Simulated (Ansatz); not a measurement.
The input, for Ansatz 0.2.0:

```yaml
crystal:
  periodic: [false, false, false]
  atoms:
    - {symbol: B, position_ang: [-0.015433, -0.009008, 1.280840]}
    - {symbol: C, position_ang: [-0.016266, -0.025151, -0.083712]}
    - {symbol: H, position_ang: [0.031698, 0.034159, -1.197128]}
basis:
  gaussian: {orbitals: 6-31G}
magnetization: {spin_polarized: true, initial_magnetization: 2}
hamiltonian: {xc: hf}
output: {orbitals: {seedname: orbitals}}
```

```sh
$ ansatz run in.yaml --threads 1 --pin off --events-out ev --progress --plain --max-ram 2393MiB
```

Log:

```
285 factors; integrals over basis functions are off by at most 2.4e-4 eV
mean field evaluation 1: about -1710.7141 eV, gradient 1.2e1 eV
mean field evaluation 2: about -1710.7184 eV, gradient 1.2e1 eV
mean field evaluation 4: about -1712.2567 eV, gradient 2.5e0 eV
mean field evaluation 8: about -1712.4625 eV, gradient 3.3e-1 eV
mean field evaluation 16: about -1712.4766 eV, gradient 2.1e-5 eV
mean field evaluation 32: about -1712.4755 eV, gradient 4.1e-3 eV
mean field evaluation 64: about -1712.4748 eV, gradient 3.1e-2 eV
mean field evaluation 96: about -1711.5575 eV, gradient 3.9e-1 eV
mean field evaluation 128: about -1712.4707 eV, gradient 5.1e-2 eV
mean field -1712.47658651 eV, -62.9323537959 hartree, gradient 7.5e-6 eV, S^2 2.097801; 4 other end points of the search recorded, 0 dependent functions left out
reference -1712.47658651 eV, -62.9323537959 hartree; 7, 5 occupied and 13, 15 virtual orbitals, 285 factors
Total energy: -1712.47658651 eV, -62.9323537959 hartree
```

Ran on 1 thread of Arm Neoverse V1, shared host: 0.21 s wall, 0.06 GiB peak host memory.
